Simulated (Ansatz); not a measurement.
Ansatz results at the PBE0-D4/def2-TZVP geometry: LUMO energy (B3LYP/def2-TZVPP) -1.03 eV; LUMO energy (PBE/def2-TZVPP) -1.69 eV; HOMO energy (B3LYP/def2-TZVPP) -6.94 eV.

Which molecule gave them?
A. `Fc1ccc(F)cc1`
B. `C1CC1`
C. `FC1C=CCC1`
D. `F[C@@H]1O[C@H]1F`

A. The others give `C1CC1`: 1.35, 0.88, -8.15; `FC1C=CCC1`: -0.27, -1.07, -7.37; `F[C@@H]1O[C@H]1F`: 1.36, 0.78, -8.97.

B3LYP here is the variant with VWN-RPA as its local correlation; programs differ in this.
